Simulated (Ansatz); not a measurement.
CH₂NO (charge -1), singlet: a pair in one relaxed arrangement.

Input (in.yaml):

```yaml
crystal:
  periodic: [false, false, false]
  atoms:
    - {symbol: O, position_ang: [-0.407571, -0.175687, -0.958541]}
    - {symbol: H, position_ang: [0.395235, 0.165799, -1.378599]}
    - {symbol: C, position_ang: [-0.040640, -0.016397, 0.462938]}
    - {symbol: N, position_ang: [1.004522, 0.430131, 0.894529]}
    - {symbol: H, position_ang: [-0.951647, -0.403846, 0.979672]}
basis:
  gaussian: {orbitals: STO-3G}
total_charge: -1
hamiltonian: {xc: pbe, dispersion: d4}
```

Command:

```bash
ansatz run in.yaml --threads 2 --pin off --events-out ev --progress --plain --max-ram 5222MiB
```

What Ansatz 0.2.0 printed:

```
Functional definition: PBE
  name "PBE"
  cite "Perdew, Burke & Ernzerhof, Phys. Rev. Lett. 77, 3865 (1996) doi:10.1103/PhysRevLett.77.3865"
  parent pbe
  parameter kappa = 0.804
  parameter beta = 0.06672455060314922
  exchange = pbe_x(kappa = kappa, mu = beta*pi^2/3)
  correlation = pbe_c(beta = beta)
238 factors; integrals over basis functions are off by at most 1.9e-5 eV
mean field evaluation 1: about -4526.8679 eV, gradient 4.8e1 eV
mean field evaluation 2: about -4443.8157 eV, gradient 1.8e2 eV
mean field evaluation 4: about -4534.0169 eV, gradient 6.5e0 eV
mean field evaluation 8: about -4534.0970 eV, gradient 1.4e-1 eV
mean field -4534.09709685 eV, -166.6249949877 hartree, gradient 4.2e-5 eV, S^2 0.000000; 0 other end points of the search recorded, 0 dependent functions left out
reference -4534.09710951 eV, -166.6249954530 hartree; 12, 12 occupied and 5, 5 virtual orbitals, 238 factors
Total energy: -4534.16201336 eV, -166.6273806257 hartree
```

The lines “mean field evaluation” count trial sets of orbitals through the whole run, from several starts and some on an approximate energy, so they need not fall steadily or lie above the final value.

Hardware: 2 CPU threads of an Intel Xeon Platinum 8488C, shared host. Wall time about 0.2 s.
